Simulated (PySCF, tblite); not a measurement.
**A complex of alane and hydrogen cyanide**

A gas-phase complex of alane and hydrogen cyanide; neutral, singlet. The structure comes from a short search (6 tight-binding starts) and was relaxed by PBE0-D3(BJ)/def2-TZVPD; another way of binding may lie lower. No frequency run checks that it is a minimum.

| part | name | SMILES | atoms | charge | multiplicity |
| --- | --- | --- | --- | --- | --- |
| 1 | alane | [AlH3] | 1–4 | 0 | 1 |
| 2 | hydrogen cyanide | C#N | 5–7 | 0 | 1 |

Coordinates in Å:
```
Al1    -0.054    0.263    0.179
H2     -0.633   -0.239    1.581
H3      1.247   -0.459   -0.400
H4     -1.070    0.926   -0.860
C5      1.336    2.941    1.209
N6      0.841    1.984    0.840
H7      1.799    3.841    1.557
```

```
 contact  kind (by geometry)  distance (Å)  angle (°)
Al1···N6                bond         2.049          -
```

The parts are joined by the bond Al1–N6, so these are energies of forming such bonds; deforming the relaxed parts to their shape in the adduct costs 3.1 kcal/mol, which the interaction energies leave out.

Interaction energies are complex less parts, with the parts frozen as they stand in it; counterpoise-corrected, in kcal/mol (PySCF). The CCSD(T) estimate is Hartree-Fock/aug-cc-pVQZ, plus the MP2 correlation part extrapolated as X⁻³ from aug-cc-pVTZ and aug-cc-pVQZ, plus CCSD(T) less MP2 in aug-cc-pVDZ; noble-gas cores are frozen. It isn't the exact limit.

Problem. How strongly do the parts interact, level by level?

Solution. 
```
                         level  interaction  superposition error removed
      Hartree-Fock/aug-cc-pVQZ       -17.19                            -
       wB97M-D3(BJ)/def2-TZVPD       -20.28                        -0.18
        PBE0-D3(BJ)/def2-TZVPD       -22.27                        -0.17
               MP2/aug-cc-pVQZ       -21.70                        -0.41
CCSD(T), estimated basis limit       -20.91                            -
```

Problem. What holds them together? Decompose the wB97M-D3(BJ)/def2-TZVPD energy: frozen parts, their antisymmetrised product, then relaxation.

Solution. electrostatic -39.3, Pauli repulsion +46.1, orbital relaxation -26.0, dispersion correction -1.2 kcal/mol, which sum to the value before the counterpoise correction; the Pauli term holds the exchange-correlation of the frozen density too. Of the attraction, 59 % is electrostatic, 39 % is orbital relaxation, 2 % is dispersion correction.

The parts were also relaxed and run alone, at the levels used for the complex: shieldings by PBE0/pcSseg-2; core levels by delta-SCF with SCAN, pcX-2 on the ionised atom and pcseg-1 elsewhere, spin-free X2C (2p3/2 is the spin-free 2p value less a third of a first-order spin-orbit splitting).

Problem. How do these values change when the complex forms?

Solution. 
```csv
property,alone,in the complex,change
shielding of Al1 (ppm),277.7,437.1,+159.4
shielding of N6 (ppm),-45.8,7.0,+52.8
Al1 2p3/2 core level (eV),81.02,79.21,-1.81
```
